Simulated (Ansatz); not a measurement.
Write a Python script for the Ansatz DFT code, driven from Python that makes a single point in a Gaussian basis of C₆H₆, SMILES C#CC1CC1=C. Use: wB97X-V, cc-pVDZ basis, multiplicity 1.

```xyz
12

C     2.7037   -0.3488   -0.5889
C     1.6351   -0.3265   -0.0422
C     0.3588   -0.3000    0.6144
C    -0.8354   -1.0360   -0.1082
C    -0.8109    0.3460    0.1498
C    -1.4541    1.4866    0.0337
H     3.6506   -0.3666   -1.0763
H     0.4065   -0.4101    1.6938
H    -0.7118   -1.3431   -1.1376
H    -1.4928   -1.6436    0.4974
H    -2.4268    1.5330   -0.4427
H    -1.0229    2.4090    0.4067
```

`c6h6_energy.py`:
```python
"""Electronic structure of the C6H6 molecule."""

from pathlib import Path

import ansatz as az
import numpy as np
import pandas as pd

geometry_ang = [
    ("C", (2.7037, -0.3488, -0.5889)),
    ("C", (1.6351, -0.3265, -0.0422)),
    ("C", (0.3588, -0.3, 0.6144)),
    ("C", (-0.8354, -1.036, -0.1082)),
    ("C", (-0.8109, 0.346, 0.1498)),
    ("C", (-1.4541, 1.4866, 0.0337)),
    ("H", (3.6506, -0.3666, -1.0763)),
    ("H", (0.4065, -0.4101, 1.6938)),
    ("H", (-0.7118, -1.3431, -1.1376)),
    ("H", (-1.4928, -1.6436, 0.4974)),
    ("H", (-2.4268, 1.533, -0.4427)),
    ("H", (-1.0229, 2.409, 0.4067)),
]
c6h6 = az.Crystal.molecule()
for symbol, xyz in geometry_ang:
    c6h6 = c6h6.atom(symbol, xyz)

setup = (
    c6h6.calculation()
    .basis(gaussian="cc-pVDZ")
    .functional(az.LibraryFunctional("wB97X-V"))
    .forces()
    .orbitals()
)
result = setup.run(threads=1, runs_dir="out")
report = result.report

for key in ("converged", "free_energy_ev", "reference_energy_ev", "n_frozen", "n_occupied", "n_virtual"):
    print(f"{key:22s} {report[key]}")

state = report["mean_field"]["state"]
print(f"mean field: {state['energy']['hartree']:.7f} Ha, <S^2> = {abs(state['spin_squared']):.4f}, stability: {state.get('stability', {}).get('kind')}")

symbols = [site.symbol for site in c6h6.cartesian_sites]
print("forces (eV/A)")
for symbol, f in zip(symbols, report["forces_ev_ang"]):
    print(f"  {symbol:2s} {f[0]:9.4f} {f[1]:9.4f} {f[2]:9.4f}")

charges = report["charge_distribution"]
table = pd.DataFrame({"atom": symbols, "mulliken": charges["mulliken_charges_e"], "lowdin": charges["lowdin_charges_e"]})
print(table.round(3).to_string())
print("dipole (e A):", np.round(charges["dipole_moment_e_ang"], 4) + 0.0)

lines = Path(report["orbitals_path"]).read_text().splitlines()
field_of = lambda key: [line.split("=")[1].strip() for line in lines if line.startswith(key)]
orbitals = [(27.211386 * float(e), s, float(n)) for e, s, n in zip(field_of("Ene="), field_of("Spin="), field_of("Occup="))]
homo = max(e for e, _, n in orbitals if n > 0.5)
lumo = min(e for e, _, n in orbitals if n < 0.5)
for e, spin, n in sorted(orbitals):
    if homo - 15 < e < lumo + 5:
        print(f"{spin:6s} {e:10.3f} eV  occupation {n:.0f}")
```

```console
$ python c6h6_energy.py
converged              True
free_energy_ev         -6314.1187024350265
reference_energy_ev    -6314.1187024350265
n_frozen               0
n_occupied             [21, 21]
n_virtual              [93, 93]
mean field: -232.0395825 Ha, <S^2> = 0.0000, stability: minimum
forces (eV/A)
  C     0.7073   -0.0252   -0.3507
  C    -0.5783    0.4517    0.1753
  C     0.9113   -1.8366    0.5100
  C     0.1744   -1.3196    0.3686
  C    -1.5337    3.1020   -0.8535
  C    -0.0350    0.4009    0.0440
  H     0.3410   -0.0235   -0.1715
  H     0.0565   -0.3121    0.3830
  H     0.3608   -0.3134   -0.3581
  H    -0.1863   -0.4530    0.2767
  H    -0.3597   -0.0018   -0.0874
  H     0.1416    0.3305    0.0636
   atom  mulliken  lowdin
0     C    -0.432  -0.033
1     C     0.458  -0.049
2     C    -0.160  -0.013
3     C     0.038   0.061
4     C    -0.089  -0.153
5     C     0.006   0.037
6     H    -0.019   0.019
7     H     0.048   0.044
8     H     0.055   0.028
9     H     0.046   0.024
10    H     0.023   0.016
11    H     0.025   0.017
dipole (e A): [-0.1466 -0.0348  0.0252]
Alpha     -24.123 eV  occupation 2
Alpha     -23.165 eV  occupation 2
Alpha     -21.012 eV  occupation 2
Alpha     -18.607 eV  occupation 2
Alpha     -17.348 eV  occupation 2
Alpha     -16.580 eV  occupation 2
Alpha     -16.009 eV  occupation 2
Alpha     -15.128 eV  occupation 2
Alpha     -13.878 eV  occupation 2
Alpha     -12.425 eV  occupation 2
Alpha     -11.753 eV  occupation 2
Alpha     -10.069 eV  occupation 2
Alpha      -9.876 eV  occupation 2
Alpha      -9.471 eV  occupation 2
Alpha       2.299 eV  occupation 0
Alpha       3.441 eV  occupation 0
Alpha       3.856 eV  occupation 0
Alpha       4.769 eV  occupation 0
Alpha       5.033 eV  occupation 0
Alpha       5.255 eV  occupation 0
Alpha       5.535 eV  occupation 0
Alpha       5.960 eV  occupation 0
Alpha       6.530 eV  occupation 0
```

Reading the output:
- Total energies depend on the basis set; only differences at equal settings carry meaning.
- The geometry is a force-field or estimated start, not a minimum of this method, and the basis set is short of its limit.
- The Löwdin charges here are taken after orthogonalising the functions within each atom; they differ from plain Löwdin charges, and their signs can be unphysical.
- Alpha marks a spatial orbital of a restricted run, filled by both spins.
- Levels such as HOMO and LUMO are orbital energies: with these approximate functionals they aren't the ionisation energy and electron affinity, and their gap isn't the fundamental gap.
- The whole script took 21 s on 1 thread of Arm Neoverse V1, on a shared host, peak memory 0.41 GiB.
